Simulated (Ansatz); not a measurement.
System: hcp Cd. Method: LDA (PAW; Ansatz, a program for electronic structure).

Settings: plane-wave cutoff 520 eV, 24×24×10 k mesh (along the axes of the cell as run), Fermi–Dirac smearing 0.05 eV, scalar-relativistic PAW data made under PBE.

Starting structure:

```
Cd
1.0
    2.98000     0.00000     0.00000
   -1.49000     2.58076     0.00000
    0.00000     0.00000     5.62000
Cd
2
Direct
  0.66667   0.33333   0.75000
  0.33333   0.66667   0.25000
```

Task: Into what structure does the relaxation of cell and atoms lead at this level, with the symmetry of the start kept?

Result: The volume drops by 7.2 %; final space group P6_3/mmc.
```
Cd
1.0
    2.90299     0.00000     0.00000
   -1.45149     2.51406     0.00000
    0.00000     0.00000     5.49708
Cd
2
Direct
  0.66667   0.33333   0.75000
  0.33333   0.66667   0.25000
```
